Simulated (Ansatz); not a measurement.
System: rhombohedral A7 As. Method: PBE0-D3(BJ) (Ansatz, a first-principles code, plane waves, PAW).

Numerical settings: plane-wave cutoff 460 eV, 10×10×10 k mesh, Fermi–Dirac smearing 0.05 eV, scalar-relativistic PAW data made under PBE.

Computed at the level's own relaxed cell.

### Question
Give the computed equilibrium lattice constant a and c axis length.

### Answer

equilibrium lattice constant a: 3.722 Å
c axis length: 10.229 Å

Measured, for comparison: lattice constant a 3.760 Å, lattice parameter c 10.441 Å (4 K, zero-point motion not removed; as tabulated in Schiferl, Barrett, J. Appl. Cryst. 2, 30 (1969), as in the American …). Computed (rounded) less measured: lattice constant a -1.0 %, lattice parameter c -2.0 %.

Cost on a shared machine: around 90 core-minutes (rough).
